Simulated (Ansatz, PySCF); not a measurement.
Gas-phase reaction in SMILES: NN (N2H4) -> NN (N2H4) as doublet, charge +1 + e-
Geometries: B3LYP-D3(BJ)/def2-TZVP minima from Ansatz (an electronic-structure program), one conformer each, not searched for the lowest. A spin state is the lowest found, not a proven ground state.

Wanted: adiabatic ionisation energy (electronic energy difference), in eV. Cores are frozen in the correlated levels unless marked. Open shells are spin-unrestricted. No spin-orbit coupling. Non-relativistic. CBS(X,Y): correlation extrapolated as X^-3; Hartree-Fock from the larger set. [CCSD(T)-MP2]/basis is that difference in the basis named.

RI-MP2/CBS(aug-cc-pVTZ,aug-cc-pVQZ)+[CCSD(T)-MP2]/aug-cc-pVTZ (Ansatz) gives 8.10 eV.

Problem. Another calculation gave 7.77 eV. Which level was it?
A) HSE06/def2-TZVPD (Ansatz)
B) wB97M-V/def2-TZVPD (Ansatz)
C) HF/def2-TZVPD (PySCF)

Solution. A, HSE06/def2-TZVPD (Ansatz). The others give 7.90 (wB97M-V), 6.91 (HF) eV.
